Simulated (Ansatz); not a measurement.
Reactions of `C#CC(C)OC`.

Isolated molecules relaxed with PBE0-D4/def2-TZVP in Ansatz; ΔE leaves out vibrations. CBS: MP2 limit from def2 TZ/QZ plus the TZ coupled-cluster correction, frozen cores. This one scheme is used for every species, atoms too. No spin–orbit coupling; open shells (•) take unrestricted orbitals. Spin–orbit coupling would lower the free atoms: a little for C, O. Each species was taken in one conformer, which may not be the lowest.

(1) Order these by ΔE at CCSD(T)/CBS, lowest first. (Estimate.)
A. `C#CC(C)OC` → `C#CCOC` + `[CH2]` (triplet)
B. `C#CC(C)OC` → 5 C• + 8 H• + O•
C. `C#CC(C)OC` → `C#CCOCC`
D. `C#CC(C)OC` + CH₃OH → `COC(C)OC` + `C#C`
E. `C#CC(C)OC` → `C=C1OC1(C)C`

Largest T1 diagnostic: 0.013, for `C#C`.

Results:

(1) E (-53.2 kJ/mol), C (+3.4 kJ/mol), D (+16.5 kJ/mol), A (+456.8 kJ/mol), B (+5776.6 kJ/mol).
